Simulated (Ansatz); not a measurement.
```yaml
crystal:
  periodic: [false, false, false]
  atoms:
    - {symbol: B, position_ang: [0.000000, 0.000000, 0.000000]}
    - {symbol: Cl, position_ang: [0.000000, 0.000000, 1.729800]}
basis:
  gaussian: {orbitals: def2-TZVP}
hamiltonian: {xc: pbe0}
relax: {f_tol: 0.004, max_steps: 80}
```

```sh
$ ansatz run in.yaml --threads 1 --pin off --events-out ev --progress --plain --max-ram 2176MiB
```

Steps of the relaxation (energy above the last step; positions in Å, forces in eV/Å):

```
2
step 1, 1.5 meV
B     0.000    0.000    0.000    0.000    0.000    0.250
Cl    0.000    0.000    1.730    0.000    0.000   -0.250
```

```
2
step 2, 0.6 meV
B     0.000    0.000    0.002    0.000    0.000    0.158
Cl    0.000    0.000    1.728    0.000    0.000   -0.158
```

```
2
step 3, 0.0 meV
B     0.000    0.000    0.006    0.000    0.000   -0.004
Cl    0.000    0.000    1.724    0.000    0.000    0.004
```

Close pairs at the end: B1–Cl2 1.718 Å.

A stationary point of restricted PBE0 after 3 steps (its stability towards spin polarisation wasn't tested). 2.7 s on 1 thread of Arm Neoverse V1, shared host.
